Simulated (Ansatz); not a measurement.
Input file:

```yaml
crystal:
  periodic: [false, false, false]
  atoms:
    - {symbol: Ge, position_ang: [0.000000, -0.011677, 0.315636]}
    - {symbol: O, position_ang: [0.000000, 0.105329, -1.463675]}
    - {symbol: H, position_ang: [1.259685, -0.760144, 0.793059]}
    - {symbol: H, position_ang: [0.000000, 1.443682, 0.790510]}
    - {symbol: H, position_ang: [-1.259685, -0.760144, 0.793059]}
    - {symbol: H, position_ang: [0.000000, -0.753786, -1.890382]}
basis:
  gaussian: {orbitals: cc-pVDZ}
magnetization: {spin_polarized: false, initial_magnetization: 2}
correlation: {method: bccd_t, electrons: outside_noble_gas}
```

```sh
$ ansatz run in.yaml --threads 1 --pin off --events-out ev --progress --plain --max-ram 2393MiB
```

The program prints:

```
626 factors; integrals over basis functions are off by at most 1.4e-3 eV
mean field evaluation 1: about -58561.9109 eV, gradient 3.3e1 eV
mean field evaluation 2: about -58561.9147 eV, gradient 3.3e1 eV
mean field evaluation 4: about -58565.4879 eV, gradient 4.3e0 eV
mean field evaluation 8: about -58567.0176 eV, gradient 5.6e-1 eV
mean field evaluation 16: about -58567.0295 eV, gradient 1.5e-3 eV
mean field evaluation 32: about -58567.0294 eV, gradient 8.8e-2 eV
mean field evaluation 64: about -58566.9504 eV, gradient 2.8e0 eV
mean field evaluation 96: about -58563.5230 eV, gradient 5.7e0 eV
mean field evaluation 128: about -58564.0024 eV, gradient 7.4e0 eV
mean field evaluation 160: about -58565.8946 eV, gradient 3.2e-3 eV
...
cycle   3  -8.32541300 eV  change    5.2e-3 eV  update   5.6e-3
cycle   4  -8.32353329 eV  change    1.9e-3 eV  update   4.0e-3
cycle   5  -8.32503893 eV  change   -1.5e-3 eV  update   2.0e-3
cycle   6  -8.32441213 eV  change    6.3e-4 eV  update   1.1e-3
cycle   7  -8.32409343 eV  change    3.2e-4 eV  update   4.6e-4
cycle   8  -8.32404861 eV  change    4.5e-5 eV  update   2.2e-4
cycle   9  -8.32401569 eV  change    3.3e-5 eV  update   1.0e-4
cycle  10  -8.32394602 eV  change    7.0e-5 eV  update   4.5e-5
cycle  11  -8.32395445 eV  change   -8.4e-6 eV  update   1.6e-5
cycle  12  -8.32395447 eV  change   -2.0e-8 eV  update   6.0e-6
perturbative correction -0.23696583 eV, -0.0087083335 hartree
Total energy: -58575.59046088 eV, -2152.6132454761 hartree
```

Ran on 1 thread of Intel Xeon, shared host: 72 s wall, 0.21 GiB peak host memory.
